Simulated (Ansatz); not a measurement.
C2H5O, SMILES C([O])C, multiplicity 2.

Geometry: PBE0-D3(BJ)/def2-TZVP. The isomer is the one that the SMILES or the coordinates give; other isomers of the formula were not compared.

Two levels are set side by side: PBE/def2-SVPD (Ansatz, a program for electronic structure) and CAM-B3LYP/def2-SVPD (Ansatz). Energy differences of separate SCF runs at the same geometry; the states with an electron removed or added have multiplicity 3 and 1. Differences are taken from unrounded values.

```json
[
 {"quantity": "vertical ionisation energy (eV)", "PBE": "10.04"},
 {"quantity": "vertical electron affinity (eV)", "PBE": "1.50"}
]
```

Question: These are the PBE values. What does CAM-B3LYP give? (An estimate is asked for; the answer gives what the named calculation found.)

Answer: 
| quantity | CAM-B3LYP | PBE minus CAM-B3LYP |
|---|---|---|
| vertical ionisation energy (eV) | 10.47 | -0.44 |
| vertical electron affinity (eV) | 1.44 | 0.07 |
